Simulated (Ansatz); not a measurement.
**Property card for TiGa$_{3}$**

All numbers below come from DFT PBEsol, scalar-relativistic, plane waves, PAW (Ansatz 0.2.0).

Settings: cutoff 420 eV, Γ-centred mesh 16×16×16 on the computed 4-atom cell, Gaussian smearing of 0.10 eV; no spin polarisation.

The structure is relaxed at this level of theory with its symmetry kept. Whether it is the stable form of this composition wasn't checked.

```cif
data_structure
_symmetry_space_group_name_H-M 'P 1'
_symmetry_Int_Tables_number 1
_cell_length_a 5.0828
_cell_length_b 5.0828
_cell_length_c 5.0828
_cell_angle_alpha 136.759
_cell_angle_beta 136.759
_cell_angle_gamma 62.809
_cell_volume 60.86
loop_
_atom_site_label
_atom_site_type_symbol
_atom_site_fract_x
_atom_site_fract_y
_atom_site_fract_z
_atom_site_occupancy
Ti1 Ti 0.00000 0.00000 0.00000 1
Ga1 Ga 0.50000 0.50000 0.00000 1
Ga2 Ga 0.75000 0.25000 0.50000 1
Ga3 Ga 0.25000 0.75000 0.50000 1
```

Formation energy from the elements' standard states (uncorrected)?

-0.436 eV/atom.

Density of states at the Fermi level?

1.39 states/eV per cell.

Löwdin character within 0.5 eV of the Fermi level?

Ti 3d 69 %, Ga 4p 26 %.

Bulk modulus?

113 GPa.

Its pressure derivative?

4.6.

Bader charges (e)?

Ti (1 in the cell) 1.05, Ga (1 in the cell) -0.41, Ga (2 in the cell) -0.32.